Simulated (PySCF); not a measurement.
Which is lower?

The two ends of one reaction step of CH9NSi, closed shell (PBE0-D4/def2-TZVP).

A:

```
12
angstrom
Si -1.3599 0.5782 -0.9815
C 1.2252 -1.4542 1.2529
H -2.4105 1.1387 -1.8835
H -2.0151 0.2416 0.3086
H -0.8242 -0.6466 -1.6287
H 1.1171 -0.4437 0.8584
N -0.0315 1.6203 -0.6429
H 1.5232 -1.4108 2.3004
H 1.9841 -1.9904 0.6828
H 0.2739 -1.9801 1.1692
H 0.6367 1.8215 -1.3696
H -0.1740 2.4295 -0.0599
```

B:

```
12
angstrom
Si -1.0495 -0.4488 -0.8257
C 0.0910 -1.6197 0.0749
H -0.3057 0.4150 -1.7829
H -1.7941 0.4293 0.1183
H -2.0637 -1.2066 -1.6148
H 1.8301 1.9462 1.3402
N 1.0199 1.7159 0.7781
H 0.8195 -1.0350 0.6387
H 0.6204 -2.2660 -0.6286
H -0.4679 -2.2551 0.7656
H 1.1452 2.1597 -0.1235
H 0.2182 2.1546 1.2142
```

Program: PySCF 2.14 with density fitting (its default auxiliary sets; JK sets also for MP2 and CCSD(T)). Basis: def2-TZVPP. Cores are frozen in the correlated methods. B3LYP uses VWN-RPA correlation.

Which structure is lower at CCSD(T), and by how much? (Judge from chemistry; the value comes from the calculation.)

By the calculation: A, by 41.6 kJ/mol (electronic energy, against the other). By their contacts, A is a complex of SiNH₅ ([NH2][SiH3]) + CH₄ and B is a complex of CH₆Si ([CH3][SiH3]) + NH₃.

All methods give the same order:

| method | E(B) − E(A) (kJ/mol) |
| --- | --- |
| SPW92 | 34.0 |
| PBE-D4 | 35.4 |
| r2SCAN-D4 | 41.2 |
| PBE0-D4 | 37.8 |
| B3LYP-D4 | 44.0 |
| BHLYP-D4 | 47.1 |
| wB97M-V | 40.6 |
| HF | 54.8 |
| MP2 | 43.6 |
| CCSD | 43.2 |
| CCSD(T) | 41.6 |

No T1 diagnostic of these runs exceeds 0.009.

Labels in which every atom is bracketed show which atoms are joined, not bond orders.

For scale, one of the runs: CCSD(T)/def2-TZVPP, 230 basis functions, launched by `OMP_NUM_THREADS=4 python run.py`. Hardware: 4 CPU threads of an Arm Neoverse V2, shared host. Wall time 10 min; peak host memory 3.5 GiB.
